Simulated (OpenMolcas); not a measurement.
How methods differ on C2H5Si (SMILES C=C[SiH2])

C2H5Si has 8 atoms, charge 0, and is taken as a doublet. As SMILES, `C=C[SiH2]`. Geometry: relaxed at PBE0-D4/def2-TZVP.

| atom | x (Å) | y (Å) | z (Å) |
| --- | --- | --- | --- |
| C | -0.4086 | 0.9302 | -0.8779 |
| C | -0.3577 | 0.3489 | 0.3266 |
| Si | 0.8864 | -0.9135 | 0.8076 |
| H | 0.2662 | 0.6449 | -1.6799 |
| H | -1.1290 | 1.7084 | -1.1117 |
| H | -1.0567 | 0.6892 | 1.0892 |
| H | 1.5315 | -1.5441 | -0.3751 |
| H | 0.3600 | -1.9212 | 1.7654 |

Quantity: the dipole moment, in D. The values are calculated.

| level | kind | program | value (D) | CPU time |
| --- | --- | --- | --- | --- |
| UHF/aug-cc-pVDZ | Hartree–Fock | OpenMolcas | 0.81 | 21 s |
| U-revPBE/aug-cc-pVDZ | GGA | OpenMolcas | 0.69 | 87 s |
| UBLYP/aug-cc-pVDZ | GGA | OpenMolcas | 0.67 | 87 s |
| UPBE/aug-cc-pVDZ | GGA | OpenMolcas | 0.68 | 83 s |
| UTPSS/aug-cc-pVDZ | meta-GGA | OpenMolcas | 0.73 | 1.9 min |
| UBHLYP/aug-cc-pVDZ | global hybrid | OpenMolcas | 0.73 | 82 s |
| UM06-2X/aug-cc-pVDZ | hybrid meta-GGA | OpenMolcas | 0.61 | 98 s |
| UPBE0/aug-cc-pVDZ | global hybrid | OpenMolcas | 0.71 | 84 s |

The values span 0.61 to 0.81 D. Spin contamination of the reference (⟨S²⟩ at least 0.1 too high) touches UHF/aug-cc-pVDZ. Magnitudes only: a small dipole may point the other way at some levels. Times are those of the runs behind each value, whatever else they computed, on shared processors of several kinds: orders of magnitude only.
